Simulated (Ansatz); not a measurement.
A basis-limit estimate, worked out

The pair of H$_{2}$O (SMILES O, atoms 1–3) and NH$_{3}$ (SMILES N, atoms 4–7), both closed shells, in one local arrangement (a lower one may exist), relaxed at PBE0-D4/def2-TZVP:

```json
{"atom": "O1", "x (Å)": "-0.0591", "y (Å)": "-0.3761", "z (Å)": "-1.8739"}
{"atom": "H2", "x (Å)": "-0.0230", "y (Å)": "-0.1594", "z (Å)": "-0.9236"}
{"atom": "H3", "x (Å)": "0.0813", "y (Å)": "0.4554", "z (Å)": "-2.3290"}
{"atom": "N4", "x (Å)": "0.0043", "y (Å)": "0.0340", "z (Å)": "1.0041"}
{"atom": "H5", "x (Å)": "-0.3687", "y (Å)": "-0.8504", "z (Å)": "1.3281"}
{"atom": "H6", "x (Å)": "0.9347", "y (Å)": "0.1293", "z (Å)": "1.3921"}
{"atom": "H7", "x (Å)": "-0.5695", "y (Å)": "0.7672", "z (Å)": "1.4021"}
```

Both fragments are computed in the basis of the whole pair.

Computed with Ansatz 0.2.0 (basis: def2-TZVPPD and def2-QZVPPD); correlated methods freeze the cores.

Energies in eV:

| quantity | pair | first fragment | second fragment |
| --- | --- | --- | --- |
| Hartree–Fock, triple zeta (X = 3) | -3599.85013 | -2069.77874 | -1529.88003 |
| Hartree–Fock, quadruple zeta (X = 4) | -3600.00531 | -2069.86502 | -1529.94888 |
| MP2 correlation, X = 3 | -13.71680 | -7.19125 | -6.44773 |
| MP2 correlation, X = 4 | -14.67147 | -7.72564 | -6.85771 |
| CCSD(T) correlation, X = 3 | -14.62546 | -7.55748 | -6.99535 |

Q: Work out the interaction energy at the basis limit: extrapolate Hartree–Fock as E(X) = E∞ + A exp(−7.88 √X) and the MP2 correlation as E(X) = E∞ + B X^−2.97 (the exponents that Neese and Valeev fitted for def2-TZVPP and QZVPP, reused here for the diffuse sets), then add CCSD(T) − MP2 in triple zeta.

A: Each step is linear, so take the differences first (pair − first fragment − second fragment): Hartree–Fock -0.19136 (X = 3) and -0.19141 (X = 4); MP2 correlation -0.07782 and -0.08812; CCSD(T) correlation -0.07263.
Two points give E∞ = E(4) + w [E(4) − E(3)], with w = 1/(exp(7.88 (2 − √3)) − 1) = 0.1377 for Hartree–Fock and w = 1/((4/3)^2.97 − 1) = 0.7407 for the correlation.
Hartree–Fock: -0.19141 + 0.1377 × (-0.00005) = -0.1914 eV.
MP2 correlation: -0.08812 + 0.7407 × (-0.01030) = -0.0957 eV.
CCSD(T) − MP2: -0.07263 − (-0.07782) = 0.0052 eV.
Sum: -0.1914 + (-0.0957) + 0.0052 = -0.2819 eV, or -6.50 kcal/mol. Plain CCSD(T) in triple zeta gives -0.2640 eV, so the larger basis shifts the result by -0.0179 eV.

T1 diagnostic: at most 0.011.

For scale, one of the runs: CCSD(T)/def2-TZVPPD, 162 basis functions, launched by `ansatz run in.yaml --threads 2 --pin off --events-out ev --progress --plain --max-ram 5222MiB`. Time: 13 s of wall clock on 2 CPU threads of an Arm Neoverse V2; the host was shared. Peak host memory: 1.2 GiB.
